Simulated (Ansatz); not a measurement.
# C2HF2 (SMILES [CH]=C(F)F): the energy, rung by rung

C2HF2: 5 atoms, total charge 0, spin state doublet. SMILES: `[CH]=C(F)F`. The shape was relaxed beforehand at r2SCAN/def2-SVP.

Quantity: the adiabatic electron affinity (to the singlet anion, shapes relaxed at r2SCAN/def2-SVP, no zero-point term), in eV. The values are calculated.

The electron affinity is E(neutral) − E(anion): positive where the electron is bound.

```csv
level,kind,program,value (eV),less CCSD(T)/def2-TZVPP
USVWN5/def2-TZVPP,LDA,Ansatz,1.92,+0.24
UPBE/def2-TZVPP,GGA,Ansatz,1.70,+0.02
U-r2SCAN/def2-TZVPP,meta-GGA,Ansatz,1.56,-0.12
UPBE0-D4/def2-TZVPP,global hybrid,Ansatz,1.59,-0.09
U-wB97M-V/def2-TZVPP,range-separated hybrid,Ansatz,1.78,+0.10
UB2PLYP/def2-TZVPP,double hybrid,Ansatz,1.71,+0.03
UMP2/def2-TZVPP,perturbation theory,Ansatz,1.96,+0.28
UCCSD(T)/def2-TZVPP,coupled cluster or CI,Ansatz,1.68,0.00
```

UCCSD(T)/def2-TZVPP is the highest level here, not the true value. Sets without diffuse functions describe the anion poorly, and affinities from them come out too low, at high levels too. The values span 1.56 to 1.96 eV. Spin contamination of the reference (⟨S²⟩ at least 0.1 too high) touches UMP2/def2-TZVPP, UCCSD(T)/def2-TZVPP (up to 0.18 too high).
